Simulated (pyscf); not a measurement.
Optimised with ωB97X-D3(BJ)/def2-SVP in PySCF.

Q: For the elementary gas-phase step `[FH]` + `[F][CH][Cl]` [doublet] → `[F][CH2][F]` + `[Cl]` [doublet] (doublet surface; F–H, C–Cl broken, C–F, C–H formed), what barrier and reaction energy does M06-2X/def2-TZVP give, measured from the separated reactants?

A: ΔE‡ = 2.19 eV, ΔE = -0.11 eV. CCSD(T)/def2-TZVPP + ΔMP2(QZVPP) gives 2.34 eV and -0.04 eV. Zero-point energy shifts the barrier by +0.08 eV. It is a concerted two-bond exchange, with an imaginary mode of 1093i cm⁻¹. This is the saddle that the search found; another between the same sides may lie lower. The CCSD(T) − MP2 part came from Ansatz, without density fitting, on the same reference. A UHF reference is spin-contaminated (<S²> up to 0.88), which harms MP2 most. Left out: the spin-orbit lowering of Cl.
